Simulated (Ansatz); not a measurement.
A made-up structure of CH3MgO (charge -1), closed shell:

C1  (0.514, -0.481, 0.393)
Mg2  (-0.859, 0.801, -0.656)
O3  (-1.991, 1.861, -1.521)
H4  (0.084, -1.471, 0.596)
H5  (-0.234, 2.288, -0.058)
H6  (0.811, -0.061, 1.363)
(Å)

It is relaxed with PBE-D4/def2-SVPD and then PBE0-D4/def2-TZVPD (Ansatz 0.2.0). Atoms count as bonded within 1.22 times the sum of their covalent radii (H–H: 0.88 Å). The end point is not checked to be a true minimum.

Problem. Does its bonding change? (A judgement: the text doesn't fix the answer.)

Solution. Computed: Yes. Formed: O3–H5; broken: Mg2–H5.

Where it ends: The first stage lowers the energy by 4.01 eV in 18 steps. It ends as CH₃MgO ([CH2][Mg][OH]), total charge -1:
```csv
atom,x (Å),y (Å),z (Å)
C1,0.4767,-0.8048,0.4177
Mg2,-0.5036,0.8533,-0.1524
O3,-1.3831,2.1492,-1.1777
H4,-0.0411,-1.5184,1.0764
H5,-1.7365,2.9603,-0.8177
H6,1.5142,-0.7035,0.7706
```

Labels in which every atom is bracketed show which atoms are joined, not bond orders.

For scale, one of the runs: PBE0-D4/def2-TZVPD relaxation, 139 basis functions, launched by `ansatz run in.yaml --threads 2 --pin off --events-out ev --progress --plain --max-ram 4352MiB`. Hardware: 2 CPU threads of an Arm Neoverse V2, shared host. Wall time about 18 s.
